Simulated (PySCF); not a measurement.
**F2 at RHF-CCSD(T)**

Computed with RHF-CCSD(T); F x2c-TZVPPall; spin-free X2C with a Gaussian nucleus (PySCF 2.14).

| Item | Value |
| --- | --- |
| state | ¹Σg⁺ (singlet), closed shell |
| bond length | 1.417 Å |
| harmonic wavenumber | 915 cm⁻¹ |
| force constant | 4.69 mdyn/Å |
| rotational constant Be | 0.8836 cm⁻¹ |
| anharmonicity ωexe | 12.0 cm⁻¹ |
| vibration–rotation constant αe | 0.0127 cm⁻¹ |
| well depth De to F + F | 1.50 eV |
| dissociation energy D0 | 1.45 eV |

Correlated steps freeze 2 core orbitals. Where the molecule has an RHF reference, its open-shell atoms are computed with UHF.
